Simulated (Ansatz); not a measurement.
# Scan of AlGe, quartet

Starting geometry (PBE0/def2-TZVP stationary point for this spin):

```yaml
atoms:
  - { symbol: Ge, position_ang: [0.0000, 0.0000, 0.0000] }
  - { symbol: Al, position_ang: [0.0000, 0.0000, 2.4669] }
```

From there Al2 moves along the line of the two atoms named below, all else staying in place; atoms are numbered as listed. Energies are in eV, counted from the starting geometry at the same level.

Basis cc-pVDZ; Ansatz 0.2.0. Correlated methods freeze the noble-gas cores and the filled d shells of p-block atoms. R marks a restricted (for open shells ROHF) determinant, U an unrestricted one. No spin–orbit coupling is included, and no scalar relativity.

For open shells CISD is restricted-active-space CI with the open shells as a complete middle space. The frozen core of the U runs drifts against the reference's along the scan: U less R at the highest common level changes by 9 meV, which enters the U errors.

Full CI is exact within this basis and frozen core; it isn't the basis-set limit. The frozen core follows each run's orbitals, which can shift R against U totals by a few meV for light atoms and by up to 0.1 eV past Ca.

```tsv
distance Ge1-Al2 (Å)	full CI	unpaired electrons (full CI)	error CISD	error RCCSD	error BCCD(T)	error RCCSDT	error UCCSDT	error RCCSDT(Q)
1.996	1.805	3.08	-0.037	-0.005	-0.007	0.000	0.000	0.000
2.169	0.628	3.09	-0.021	-0.003	-0.004	0.000	0.000	0.000
2.467	0.000	3.10	0.000	0.000	0.000	0.000	0.000	0.000
2.723	0.095	3.10	0.009	0.001	0.005	0.000	0.000	0.000
3.005	0.427	3.10	0.019	0.004	0.014	0.002	0.002	0.000
3.420	0.978	3.12	0.041	0.012	0.037	0.006	0.007	-0.003
3.955	1.529	3.16	0.031	-0.002	0.059	0.010	0.014	-0.006
4.594	1.888	3.24	-0.037	-0.064	0.025	0.012	0.016	0.005
5.519	2.064	3.28	-0.086	-0.113	-0.017	0.001	0.003	0.008
6.732	2.111	3.26	-0.099	-0.127	-0.029	-0.007	-0.006	0.002
8.507	2.123	3.16	-0.102	-0.130	-0.032	-0.010	-0.009	-0.001
```

Unpaired electrons are Σ n²(2−n)² over natural occupations. Errors are those of relative energies. In total energy the starting point itself misses full CI by: CISD 0.332, RCCSD 0.193, BCCD(T) 0.051, RCCSDT 0.011, UCCSDT 0.002, RCCSDT(Q) 0.001 eV.

Spread of the error over the points with a reference, to 8.507 Å (largest less smallest): RCCSDT(Q) 0.014, RCCSDT 0.021, UCCSDT 0.025, BCCD(T) 0.091, RCCSD 0.142, CISD 0.143 eV.

Going outwards, the relative energy of CISD first misses by more than 0.043 eV (1 kcal/mol) at 5.519 Å.

Going outwards, the relative energy of RCCSD first misses by more than 0.043 eV (1 kcal/mol) at 4.594 Å.

Going outwards, the relative energy of BCCD(T) first misses by more than 0.043 eV (1 kcal/mol) at 3.955 Å.
